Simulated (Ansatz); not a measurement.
# HBN, doublet: vertical spin and charge gaps

Geometry (PBE0/def2-TZVP stationary point for this spin, not checked as a minimum):

```yaml
atoms:
  - { symbol: B, position_ang: [0.0000, 0.0000, 0.0439] }
  - { symbol: N, position_ang: [0.0000, 0.0000, -1.2617] }
  - { symbol: H, position_ang: [0.0000, 0.0000, 1.2178] }
```

Basis 6-31G; Ansatz 0.2.0. Only valence electrons are correlated (noble-gas cores frozen). Prefix R: restricted or restricted open-shell reference; prefix U: unrestricted. Active spaces: valence = (9e, 9o) chosen from the atoms' valence shells.

Gaps are energies of the second state less the first, at fixed atoms, for a selection of the levels run; each method lands on the state that its own search finds for that charge and spin.

For open shells CISD and CISDTQ are restricted-active-space CI with the open shells as a complete middle space. The determinant of the HBN⁺ singlet fills πx and πy unequally, so it is a mixture of Σ and Δ, which weighs on every level built on one determinant.

PBE gives 5.355 eV for quartet less doublet. Estimate what full CI gives in 6-31G.

Full CI in 6-31G gives 5.256 eV, so against it PBE is off by 0.099 eV.

```
                   level  gap (eV)  error (meV)
                     RHF     3.854        -1402
                     UHF     3.734        -1522
                    RMP2     5.338           82
                    UMP2     5.192          -64
                    CISD     5.019         -237
                   RCCSD     5.146         -110
                   UCCSD     5.149         -107
                RCCSD(T)     5.235          -21
                UCCSD(T)     5.231          -25
                 BCCD(T)     5.231          -25
                  RCCSDT     5.245          -11
                  UCCSDT     5.244          -12
                  CISDTQ     5.242          -14
               RCCSDT(Q)     5.256            0
               UCCSDT(Q)     5.256            0
                 RCCSDTQ     5.255           -1
                 UCCSDTQ     5.254           -2
  CASSCF (valence space)     5.414          158
  NEVPT2 (valence space)     5.297           41
  MRCISD (valence space)     5.264            8
MRCISD+Q (valence space)     5.255           -1
                  r2SCAN     5.149         -107
                    PBE0     5.047         -209
                   B3LYP     5.243          -13
                 wB97M-V     5.330           74
                  B2PLYP     5.274           18
                 RPA-PBE     5.243          -13
```

Removing an electron, to the singlet: 12.382 eV at full CI (doublet B2, singlet ion A2, in C2v).

By full CI's occupations no single determinant describes the singlet well.

| level | gap (eV) | error (meV) |
| --- | --- | --- |
| RHF | 11.844 | -538 |
| RMP2 | 12.802 | 420 |
| CISD | 12.430 | 48 |
| RCCSD | 12.459 | 77 |
| RCCSD(T) | 12.481 | 99 |
| BCCD(T) | 12.479 | 97 |
| RCCSDT* | 12.410 | 28 |
| CISDTQ | 12.403 | 21 |
| RCCSDT(Q)* | 12.376 | -6 |
| RCCSDTQ* | 12.383 | 1 |
| CASSCF (valence space) | 11.963 | -419 |
| NEVPT2 (valence space) | 12.265 | -117 |
| MRCISD (valence space) | 12.362 | -20 |
| MRCISD+Q (valence space) | 12.378 | -4 |

An asterisk marks runs whose energy the program itself flagged as in doubt.

Removing an electron, to the triplet: 11.029 eV at full CI (doublet B2, triplet ion A2, in C2v).

| level | gap (eV) | error (meV) |
| --- | --- | --- |
| RHF | 9.645 | -1384 |
| UHF | 9.628 | -1401 |
| RMP2 | 11.053 | 24 |
| UMP2 | 10.938 | -91 |
| CISD | 10.805 | -224 |
| RCCSD | 10.942 | -87 |
| UCCSD | 10.946 | -83 |
| RCCSD(T) | 11.013 | -16 |
| UCCSD(T) | 11.009 | -20 |
| BCCD(T) | 11.010 | -19 |
| RCCSDT | 11.018 | -11 |
| UCCSDT | 11.018 | -11 |
| CISDTQ | 11.015 | -14 |
| RCCSDT(Q) | 11.028 | -1 |
| UCCSDT(Q) | 11.029 | 0 |
| RCCSDTQ | 11.028 | -1 |
| UCCSDTQ | 11.027 | -2 |
| CASSCF (valence space) | 10.673 | -356 |
| NEVPT2 (valence space) | 10.931 | -98 |
| MRCISD (valence space) | 11.012 | -17 |
| MRCISD+Q (valence space) | 11.026 | -3 |
| PBE | 11.613 | 584 |
| revPBE | 11.526 | 497 |
| r2SCAN | 11.547 | 518 |
| PBE0 | 11.413 | 384 |
| B3LYP | 11.522 | 493 |
| wB97M-V | 11.320 | 291 |
| B2PLYP | 11.307 | 278 |
| RPA-PBE | 10.928 | -101 |

In so small a basis the reference is far from its limit while semilocal and hybrid functionals are nearer theirs (RPA and double hybrids share much of the reference's basis error), so the functionals' errors here hold much of the reference's basis and frozen-core error, which can add to them or hide them.

Full CI is exact within this basis and frozen core; it isn't the basis-set limit. The frozen core follows each run's orbitals, which can shift R against U totals by a few meV.
